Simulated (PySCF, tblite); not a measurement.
Isomers of [C5H12P]+ (charge +1). Method: GFN2-xTB as coded in tblite; computed harmonic values from a numerical Hessian at the method's own geometry, unscaled. The method is semi-empirical: single wavenumbers can be off by several per cent or more. Modes of hydrogen on phosphorus can be 10 to 20 % off. One conformer each.

Electronic energies: PBE0-D3(BJ)/def2-SVP at its own geometries (PySCF, gas phase).

| SMILES | electronic energy, lowest = 0 (kJ/mol) |
| --- | --- |
| C/C=C/[PH2+]CC | 42.4 |
| C[C@@H]1C[P+]1(C)C | 8.2 |
| C[PH+](C)C1CC1 | 0.0 |
| C=CC[PH+](C)C | 3.0 |

Q: How do GFN2-xTB zero-point energies change the relative energies?

A: 
| SMILES | ZPE (kJ/mol) | of it from modes above 1550 cm⁻¹ | electronic (kJ/mol) | with ZPE, lowest = 0 (kJ/mol) | lowest mode (cm⁻¹) | rings |
| --- | --- | --- | --- | --- | --- | --- |
| C[PH+](C)C1CC1 | 402.0 | 214.1 | 0.0 | 2.4 | 52 | 1 |
| C=CC[PH+](C)C | 396.6 | 223.0 | 3.0 | 0.0 | 50 | 0 |
| C[C@@H]1C[P+]1(C)C | 403.8 | 216.7 | 8.2 | 12.4 | 106 | 1 |
| C/C=C/[PH2+]CC | 398.0 | 219.0 | 42.4 | 40.8 | 51 | 0 |

The zero-point energies span 7.2 kJ/mol, from `C=CC[PH+](C)C` to `C[C@@H]1C[P+]1(C)C`. With it `C=CC[PH+](C)C` becomes the lowest.

Q: And how do the electronic energies of GFN2-xTB itself compare?

A: `C[PH+](C)C1CC1` 0.0; `C=CC[PH+](C)C` 26.9; `C[C@@H]1C[P+]1(C)C` 43.4; `C/C=C/[PH2+]CC` 38.4 kJ/mol, lowest = 0. Against the energies above, taken from the same isomer `C[PH+](C)C1CC1`, the largest difference is 35.2 kJ/mol. The two levels were optimised apart and needn't hold the same conformer.

Q: What do entropy and thermal enthalpy add at 298.15 K and 1 bar (rigid rotor, harmonic oscillator, one conformer each)?

A: 
```
            SMILES  point group  symmetry number  S (J/(mol K))  H − H(0) (kJ/mol)  ZPE + H − H(0) − TS (kJ/mol)
    C[PH+](C)C1CC1           Cs                1          376.8              25.26                         314.9
     C=CC[PH+](C)C           C1                1          393.8              27.11                         306.2
C[C@@H]1C[P+]1(C)C           C1                1          382.0              26.51                         316.5
    C/C=C/[PH2+]CC           C1                1          392.6              26.83                         307.8
```
